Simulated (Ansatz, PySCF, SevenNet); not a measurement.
Bulk modulus B0 of zinc-blende GaSb: levels of theory against measurement

Reference value: 57 GPa (measured, temperature not stated, not corrected to a static lattice; as tabulated in Toher et al. (2017), arXiv:1611.05714).

**Question.** What do SevenNet-0, LDA, PBE, PBE-D3(BJ), PBEsol-D3(BJ), r²SCAN, r²SCAN0, Hartree–Fock, MP2 give, and how far is each from the reference?

**Answer.** 
```tsv
level (code)	value (GPa)	cell (Å³/atom)	difference (%)
SevenNet-0	41.4	30.04	-27
LDA (Ansatz)	55.4	27.66	-2.8
PBE (Ansatz)	44.7	29.99	-22
PBE-D3(BJ) (Ansatz)	50.2	28.78	-11.9
PBEsol-D3(BJ) (Ansatz)	56.7	27.56	-0.5
r²SCAN (Ansatz)	53.4	28.82	-6.3
r²SCAN0 (Ansatz)	59.5	28.28	+4.4
Hartree–Fock (Ansatz)	59.2	30.14	+3.9
MP2 (PySCF)	56.5 ± 2	28.85	-0.9
```

The reference's temperature isn't stated, so close values are not ranked against it. Off by more than 20 %, or 28 % on the side where a correction would as a rule narrow the miss (bounds picked here): SevenNet-0 (-27 %), PBE (-22 %).

The measured value isn't corrected to a static lattice, so vibrations enter the comparison. A static lattice is as a rule stiffer than a warm one, by over a tenth in soft solids.  A ± on a computed value is a rough bar: the spread of its extrapolation, a floor set from checks against published values, or a statistical error. Each level is taken at its own relaxed cell. Cutoffs and k meshes differ between the levels. Ansatz's density-functional and Hartree–Fock values are scalar-relativistic unless marked +SOC, with PAW data made under PBE.

Machine-learned potentials (SevenNet-0) are trained on DFT data: a solid inside that data is no test of them.

Differences are worked out from the printed values.

Ansatz is an electronic-structure program.
